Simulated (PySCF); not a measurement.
## Telling isomers of C₄H₅FO apart by NMR

PySCF 2.14 calculation with GFN2-xTB structure, shielding tensors at PBE0/pcSseg-1 (GIAO) and B3LYP/pcJ-1 coupling constants (spin–dipole term left out of most H,H and C,H couplings); gas phase, equivalent nuclei averaged, non-relativistic Hamiltonian, one computed conformer.

δ = σ(ref) − σ, references computed at the same level: 1H (31.72 ppm), 13C (186.93 ppm) vs TMS. Multiplet labels drop J under 1 Hz and among equivalent protons, and merge close values. Unscaled 3J(H,H) run several per cent high. One-bond C–F couplings are unscaled and too large by tens of Hz. Shifts are as computed. Against solution values, carbons near 30 ppm lie about +3 ppm off and those near 130 ppm about +5 ppm. Of 1211 compounds with measured shifts, 218 miss one by over three times the rms of a fit or turn the order of signals round; such compounds aren't used in these exercises.

(1) Tabulate the signals of `CC(=O)/C=C\F`, `C=C(C)C(=O)F` and their relative energies.

(2) What is the quickest way to tell CC(=O)/C=C\F from C=C(C)C(=O)F?

## Answers

(1) 
```tsv
SMILES	carbon types	δC	δH	E rel. (kcal/mol)
CC(=O)/C=C\F	1×C 2×CH 1×CH3	198.0, 168.0, 120.8, 34.9	7.31 (dd, 1H), 5.45 (dd, 1H), 2.49 (d, 3H)	16.2
C=C(C)C(=O)F	2×C 1×CH2 1×CH3	164.9, 141.4, 140.9, 22.2	6.76 (dq, 1H), 6.41 (q, 1H), 2.09 (td, 3H)	0.0
```

Energies are electronic energies at PBE0/pcSseg-1 on these geometries, without zero-point or thermal terms, each for the one conformer computed, which needn't be the lowest.

(2) Both give the same number of carbon signals, but DEPT or the intensities differ. The first has a β carbon of a C=C–C=O unit (CH) at 168.0 ppm, the second a β carbon of a C=C–C=O unit (CH2) at 141.4 ppm. Their most deshielded carbons lie at 198.0 and 164.9 ppm. In the proton spectra the most deshielded non-exchanging signals are 7.31 (dd, J = 89.3, 6.8 Hz, 1H) and 6.76 (dq, J = 1.7, 1.6 Hz, 1H).
